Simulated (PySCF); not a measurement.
Species: C3H4F2.
SMILES: `FC1(F)CC1`

The closed-shell ground state was solved at several levels (PySCF, density fitting, gas phase, non-relativistic). Geometry: PBE0-D3(BJ)/def2-SVP; no solvent, vibrations or thermal averaging.

| level | basis functions | total energy (Eh) | HOMO (eV) | LUMO (eV) | gap (eV) | dipole (D) |
| --- | --- | --- | --- | --- | --- | --- |
| PBE0/pcSseg-1 | 105 | -316.0148 | -8.30 | 1.65 | 9.95 | 2.09 |
| B3LYP/pcJ-1 | 175 | -316.3774 | -8.06 | 1.33 | 9.39 | 2.10 |
| HF/pcSseg-2 | 236 | -314.8863 | -11.98 | 2.81 | 14.79 | 2.45 |

(1) What might CAM-B3LYP/def2-SVPD (138 basis functions) give for the same quantities?

(2) Over all these levels, which gives the widest orbital gap and which the narrowest?

(3) How far do the dipole and the HOMO energy spread over the levels?

Results:

(1) Total energy -316.0436 Eh, HOMO -9.91 eV, LUMO 1.42 eV, gap 11.33 eV, dipole 2.36 D.

(2) HF/pcSseg-2 (Hartree–Fock, all exact exchange) has the widest, 14.79 eV, and B3LYP/pcJ-1 (global hybrid, 20 % exact exchange) the narrowest, 9.39 eV. Functional and basis both differ between the two, so the spread mixes both effects. The HOMO need not be the same orbital at Hartree–Fock and at DFT levels.

(3) The dipole runs from 2.09 to 2.45 D (mean 2.25 D) and the HOMO from -11.98 to -8.06 eV.
